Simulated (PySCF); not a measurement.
(CH3)2SiH2, optimised at B3LYP/6-31G*:

```xyz
11

C      1.4929     0.5059    -0.2080
Si     0.0698    -0.7300    -0.0516
C     -1.5898     0.1348     0.2227
H      1.5897     1.1157     0.6979
H      1.3364     1.1856    -1.0538
H      2.4468    -0.0101    -0.3665
H      0.3404    -1.6571     1.0867
H     -0.0029    -1.5624    -1.2887
H     -2.4036    -0.5940     0.3112
H     -1.5774     0.7344     1.1404
H     -1.8304     0.8044    -0.6113
```

Energies from PySCF (xtb for GFN2), thermal terms from the rigid-rotor harmonic-oscillator model, ideal gas at 1 bar. 6-31G* has spherical d functions here. All species are closed-shell singlets. B3LYP is the form with VWN-RPA correlation.

### Question
List the harmonic frequencies (cm⁻¹, unscaled) at this level and at the other levels, each on its own geometry.

### Answer
- B3LYP/6-31G*: 151, 166, 204, 462, 592, 643, 655, 717, 882, 905, 906, 941, 969, 1328, 1334, 1491, 1494, 1500, 1504, 2220, 2221, 3046, 3047, 3119, 3121, 3123, 3123
- GFN2-xTB: 117, 133, 188, 447, 568, 668, 702, 764, 782, 806, 845, 847, 847, 1374, 1377, 1488, 1492, 1492, 1497, 2204, 2217, 3032, 3033, 3035, 3038, 3043, 3045
- HF/6-31G*: 154, 171, 219, 500, 635, 679, 706, 754, 944, 970, 972, 1019, 1054, 1451, 1456, 1602, 1605, 1611, 1614, 2337, 2349, 3188, 3188, 3254, 3257, 3260, 3260
- PBE/def2-SVP: 158, 172, 200, 446, 562, 617, 635, 705, 828, 848, 862, 888, 920, 1214, 1220, 1380, 1382, 1389, 1393, 2142, 2142, 2976, 2976, 3073, 3074, 3077, 3078
- PBE0/def2-TZVP: 155, 172, 207, 460, 579, 637, 660, 732, 856, 876, 888, 920, 956, 1274, 1280, 1446, 1448, 1455, 1459, 2197, 2200, 3050, 3050, 3132, 3133, 3136, 3136
